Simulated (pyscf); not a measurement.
H₂N–InH–SH (SMILES [NH2][InH][SH]) + H₂ (SMILES [H][H]) -> H₂N–InH₂ (SMILES [NH2][InH2]) + H₂S (SMILES S), a four-centre exchange (singlet surface; In–S, H–H broken, H–In, H–S formed). Structures and frequencies: ωB97X-D3(BJ)/def2-SVP in PySCF. Energies in kcal/mol from the separated reactants.

AM1 to PM7: differences of heats of formation from MOPAC, which are fitted to 298 K values and so differ in kind from electronic energies by zero-point and thermal terms. 

Task: In single points PM6 puts the saddle at 53.0 kcal/mol and the reaction energy at +57.7 kcal/mol. Should these be trusted to within a few kcal/mol? Compare with ωB97M-D3(BJ)/def2-TZVP.

Result: ωB97M-D3(BJ)/def2-TZVP gives ΔE‡ = 32.8 kcal/mol and ΔE = +15.6 kcal/mol. PM6 lies 20.2 kcal/mol over it in the barrier and 42.1 kcal/mol over it in the reaction energy, so on this step it does not hold to within 3.0 kcal/mol. At PM6 this geometry lies under one side, so its ΔE‡ may be no barrier of that level. ωB97M-D3(BJ)/def2-TZVP has limits of its own. On the product side the descent ends in an adduct with a In–S contact (not fully relaxed), 10.5 kcal/mol under the separated species and 22.9 kcal/mol under the saddle at ωB97X-D3(BJ)/def2-TZVP. What is counted as broken (In–S) persists as a longer contact in the product adduct; parting that adduct is a step of its own. This is the saddle that the search found; another between the same sides may lie lower. In the def2 sets elements past Kr carry core potentials, without spin-orbit coupling.
